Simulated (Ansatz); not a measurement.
`NC#CO`. Total charge 0; spin multiplicity 1.

| atom | x (Å) | y (Å) | z (Å) |
| --- | --- | --- | --- |
| N1 | -0.1893 | -1.2157 | -1.0057 |
| C2 | 0.0079 | -0.1997 | -0.1380 |
| C3 | 0.1012 | 0.7416 | 0.6007 |
| O4 | 0.3291 | 1.7100 | 1.4550 |
| H5 | 0.4910 | -1.2772 | -1.7484 |
| H6 | -0.3538 | -2.1140 | -0.5767 |
| H7 | -0.3861 | 2.3550 | 1.4132 |

List the harmonic frequencies (cm⁻¹, unscaled) at PBE0-D4/def2-TZVP in Ansatz. (Estimate.)

Ansatz gave: 214, 231, 382, 392, 443, 617, 833, 1204, 1256, 1399, 1649, 2434, 3559, 3643, 3791.

Is this a minimum?

Yes, all 15 modes are real.

Give the ideal-gas thermochemistry at 298.15 K and 1 bar (rigid rotor, harmonic oscillator; point group Cs, symmetry number 1).

Zero-point energy 131.9 kJ/mol; H(298) − E = 147.6 kJ/mol; entropy 283.4 J/(mol·K), of which translation 159.3, rotation 93.1, vibration 31.0; G(298) − E = 63.1 kJ/mol.

Rotational constants (cm⁻¹)?

7.078, 0.1223, 0.1219.
